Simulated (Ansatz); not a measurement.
Input file:

```yaml
crystal:
  periodic: [false, false, false]
  atoms:
    - {symbol: H, position_ang: [-2.646376, 0.047936, 0.000000]}
    - {symbol: H, position_ang: [-1.953376, 0.047936, 0.000000]}
    - {symbol: Si, position_ang: [0.145624, 0.047936, 0.000000]}
    - {symbol: H, position_ang: [0.542058, -1.431577, 0.000000]}
basis:
  gaussian: {orbitals: 6-31G}
magnetization: {spin_polarized: true, initial_magnetization: 1}
correlation: {method: ccsdtq, electrons: outside_noble_gas}
```

```sh
$ ansatz run in.yaml --threads 1 --pin off --events-out ev --progress --plain --max-ram 2393MiB
```

The program prints:

```
384 factors; integrals over basis functions are off by at most 1.0e-7 eV
mean field evaluation 1: about -7904.7157 eV, gradient 5.6e0 eV
mean field evaluation 2: about -7904.7147 eV, gradient 5.5e0 eV
mean field evaluation 4: about -7905.1021 eV, gradient 3.3e-1 eV
mean field evaluation 8: about -7905.1047 eV, gradient 2.8e-6 eV
mean field evaluation 16: about -7905.1052 eV, gradient 6.1e-2 eV
mean field evaluation 32: about -7904.6750 eV, gradient 2.1e-1 eV
mean field evaluation 64: about -7904.6752 eV, gradient 9.1e-4 eV
mean field evaluation 96: about -7902.5814 eV, gradient 3.2e-2 eV
mean field evaluation 128: about -7904.6751 eV, gradient 5.2e-2 eV
mean field evaluation 160: about -7902.5546 eV, gradient 1.7e-1 eV
...
cycle  10  -1.93298180 eV  change   -2.4e-5 eV  update   5.0e-5
cycle  11  -1.93298827 eV  change   -6.5e-6 eV  update   3.7e-5
cycle  12  -1.93300083 eV  change   -1.3e-5 eV  update   2.6e-5
cycle  13  -1.93298154 eV  change    1.9e-5 eV  update   1.6e-5
cycle  14  -1.93297771 eV  change    3.8e-6 eV  update   8.2e-6
cycle  15  -1.93298010 eV  change   -2.4e-6 eV  update   4.3e-6
cycle  16  -1.93298215 eV  change   -2.1e-6 eV  update   2.7e-6
cycle  17  -1.93298246 eV  change   -3.1e-7 eV  update   1.4e-6
cycle  18  -1.93298214 eV  change    3.2e-7 eV  update   1.1e-6
cycle  19  -1.93298192 eV  change    2.2e-7 eV  update   5.7e-7
Total energy: -7907.03763275 eV, -290.5782734211 hartree
```

For the same geometry and basis full CI lies 0.0 meV higher.

Ran on 1 thread of Arm Neoverse V1, shared host: 9.5 s wall, 0.12 GiB peak host memory.
